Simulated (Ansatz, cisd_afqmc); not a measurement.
System: SiO, charge 0, singlet. SiO (oxosilicon, SMILES [Si]=O).
B3LYP-D3(BJ)/def2-TZVP minimum from Ansatz (a quantum-chemistry and plane-wave program):
```xyz
2

Si     0.0000     0.0000    -0.5502
O      0.0000     0.0000     0.9629
```
Charge 0, spin multiplicity 1.

Total energies in cc-pV(T+d)Z, 10 correlated electrons, 6 frozen orbitals. UHF or UKS for unpaired electrons; spin-orbit terms are left out. Correlated methods leave the cores frozen. No relativity. AFQMC is phaseless with a CISD trial state; ± is one standard error, without the phaseless bias. Outlying blocks are dropped, and bars are widened where a walk drifts. Over all cases where full CI ran beside it in this data, AFQMC minus full CI had a median of +0.1 mEh and passed +0.4 mEh in a tenth of the cases. The T1 diagnostic of OSi (O=[Si], singlet) reaches 0.030 in the sets run.

```json
[
 {"method": "HF", "program": "Ansatz", "energy (Eh)": "-363.84295", "minus CCSDT(Q) (mEh)": "357.93"},
 {"method": "MP2", "program": "Ansatz", "energy (Eh)": "-364.17949", "minus CCSDT(Q) (mEh)": "21.39"},
 {"method": "CCSD", "program": "Ansatz", "energy (Eh)": "-364.18127", "minus CCSDT(Q) (mEh)": "19.61"},
 {"method": "CCSD(T)", "program": "Ansatz", "energy (Eh)": "-364.19893", "minus CCSDT(Q) (mEh)": "1.94"},
 {"method": "CCSDT(Q)", "program": "Ansatz", "energy (Eh)": "-364.20087", "minus CCSDT(Q) (mEh)": "0.00"},
 {"method": "AFQMC/CISD", "program": "cisd_afqmc", "energy (Eh)": "-364.2000 ± 0.0004", "minus CCSDT(Q) (mEh)": "0.8 ± 0.4"}
]
```

Rough core times of Ansatz's runs on a shared machine: CCSD(T) under 20 s, CCSDT(Q) 40 s.
